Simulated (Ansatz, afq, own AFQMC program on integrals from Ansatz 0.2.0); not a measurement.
## Where AFQMC and coupled cluster stand for GeNH$_{4}$, quartet

| atom | x (Å) | y (Å) | z (Å) |
| --- | --- | --- | --- |
| Ge | -0.4630 | 0.0000 | 0.0000 |
| H | -0.9744 | 1.4466 | 0.0000 |
| H | -0.9744 | -0.7233 | 1.2528 |
| H | -0.9744 | -0.7233 | -1.2528 |
| H | 1.4660 | 0.0000 | 0.0000 |
| N | 2.5060 | 0.0000 | 0.0000 |

Connectivity, by distances: GeH3 ··· NH.

Basis cc-pVTZ. Only valence electrons are correlated. Integrals, coupled cluster, full CI and functionals: Ansatz 0.2.0; the random walks run on the same integrals in our own AFQMC program. The CISD trial takes its coefficients from CCSD amplitudes. Released means that phaseless walkers are propagated on without the constraint, phases kept. Error bars are statistical, one sigma. No spin–orbit coupling.

Determinant: UHF, the one that the program's search chose, which needn't be the lowest solution. The geometry is a point of a scan.

No full CI on the walks' own integrals is used here. The released AFQMC energy serves as the reference, which it does only where one determinant dominates, the energy is flat over the last release times and near the phaseless one (40 meV or 2 meV an electron, half that with transition metals). On small molecules, where full CI could be run and the noise was under 10 meV, such values lay within 10 meV of it in 19 cases of 20, a flattering rate, since the rule was set on those same cases; what remains of the bias isn't in the error bar.

Cautions: no relativity below Rb; no spin-orbit coupling; inner d shell frozen; lower spins were not checked; the released value is read at 1.62 1/Eh, later times being too noisy (meV from the phaseless value at times in 1/Eh: 0 ± 4 at 0.24, -3 ± 5 at 0.51, -10 ± 4 at 0.99, -8 ± 4 at 1.62, -26 ± 11 at 2.40).

- T1 diagnostic: 0.0142
- weight of the determinant in the CISD state: 0.877
- ⟨S²⟩ of the determinant: 3.777
- size of the correlated space: 13 electrons in 114 orbitals

| level | correlation energy (eV) |
| --- | --- |
| MP2 | -7.0281 |
| CCSD | -8.2111 |
| CCSD(T) | -8.4381 |

(1) Estimate where AFQMC with the constraint released lies against CCSD(T) on the same integrals.

(1) 3.5 ± 0.4 kJ/mol below CCSD(T).

Reference: AFQMC with the constraint released, correlation energy -8.474 ± 0.004 eV.

```
        level  E − E(reference) (kJ/mol)  share of correlation (%)
      CCSD(T)                  3.5 ± 0.4                     99.58
ph-AFQMC/CISD                  0.8 ± 0.6                     99.90
```

A walk keeps the symmetry of its determinant, which the program's search chose and which needn't be the lowest solution, so a lower state of the same spin and another symmetry isn't excluded. Released energies are given only where the last usable release times agree within the noise; a slower fall can still hide under it.
